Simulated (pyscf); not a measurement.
propyne (HC≡C–CH₃) + vinyl (•HC=CH₂) → H₂C=CH–CH=C•–CH₃ (addition; doublet surface; none broken, C–C formed). Optimised with ωB97X-D3(BJ)/def2-SVP in PySCF. Energies in kcal/mol from the separated reactants.

```json
[
 {"level": "ωB97X-D3(BJ)/def2-TZVP", "barrier": "3.2", "reaction energy": "-46.4"},
 {"level": "PBE/def2-TZVP", "barrier": "1.2", "reaction energy": "-46.9"},
 {"level": "B3LYP-D3(BJ)/def2-TZVP", "barrier": "2.1", "reaction energy": "-45.0"},
 {"level": "M06-2X/def2-TZVP", "barrier": "___", "reaction energy": "___"},
 {"level": "ωB97M-D3(BJ)/def2-TZVP", "barrier": "___", "reaction energy": "-43.3"},
 {"level": "HF/def2-TZVP", "barrier": "12.1", "reaction energy": "-40.7"}
]
```

Problem. Complete the blanks.

Solution. 
- M06-2X/def2-TZVP, barrier: 4.5
- M06-2X/def2-TZVP, reaction energy: -43.1
- ωB97M-D3(BJ)/def2-TZVP, barrier: 4.0

The functionals in the table span 3.3 kcal/mol in this barrier, from PBE to M06-2X. On the product side the descent ends in a point that may be a rotor saddle (no frequency run), 1.9 kcal/mol over the lowest minimum found and 47.7 kcal/mol under the saddle at ωB97X-D3(BJ)/def2-TZVP. H₂C=CH–CH=C•–CH₃ lies 18.7 kcal/mol over its isomer •H₂C–C(=CH₂)–CH=CH₂ (electronic energy, ωB97M-D3(BJ)/def2-TZVP). One saddle was located; it need not be the lowest between these sides.
